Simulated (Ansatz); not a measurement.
**Fluorite CdF2, Γ–Γ gap**

Reference value: 8.4 eV (measured, temperature not stated, not corrected to a static lattice; as tabulated in Cappellini et al. (2013), arXiv:1302.2571).

### Question
What do LDA, LDA+SOC, BLYP, PBE, r²SCAN+SOC, HSE06, Hartree–Fock give, and how far is each from the reference?

### Answer

```json
[
 {"level (code)": "LDA (Ansatz)", "value (eV)": "3.29", "cell (Å³/atom)": "13.03", "difference (eV)": "-5.11"},
 {"level (code)": "LDA+SOC (Ansatz)", "value (eV)": "3.20", "cell (Å³/atom)": "13.03", "difference (eV)": "-5.20"},
 {"level (code)": "BLYP (Ansatz)", "value (eV)": "3.63", "cell (Å³/atom)": "13.03", "difference (eV)": "-4.77"},
 {"level (code)": "PBE (Ansatz)", "value (eV)": "3.60", "cell (Å³/atom)": "13.03", "difference (eV)": "-4.80"},
 {"level (code)": "r²SCAN+SOC (Ansatz)", "value (eV)": "4.22", "cell (Å³/atom)": "13.03", "difference (eV)": "-4.18"},
 {"level (code)": "HSE06 (Ansatz)", "value (eV)": "5.79", "cell (Å³/atom)": "13.03", "difference (eV)": "-2.61"},
 {"level (code)": "Hartree–Fock (Ansatz)", "value (eV)": "15.92", "cell (Å³/atom)": "13.51", "difference (eV)": "+7.52"}
]
```

All these levels miss by at least 2.61 eV, so none is called best. Every level misses the reference by more than 1 eV. Even the nearest is off by 2.61 eV.

Density-functional gaps are differences of (generalised) Kohn–Sham levels of a static lattice; semilocal ones lie below quasiparticle gaps as a rule. Measured gaps hold zero-point and thermal shifts unless a correction is named. Spin–orbit coupling is included only where a level's name says +SOC; with heavier elements it mostly lowers gaps and can invert bands.  Values are at the measured cell; Hartree–Fock at the level's own equilibrium cell. Cutoffs and k meshes differ between the levels. Ansatz's density-functional and Hartree–Fock values are scalar-relativistic unless marked +SOC, with PAW data made under PBE.

Differences are worked out from the printed values.

Ansatz is a program for electronic structure.
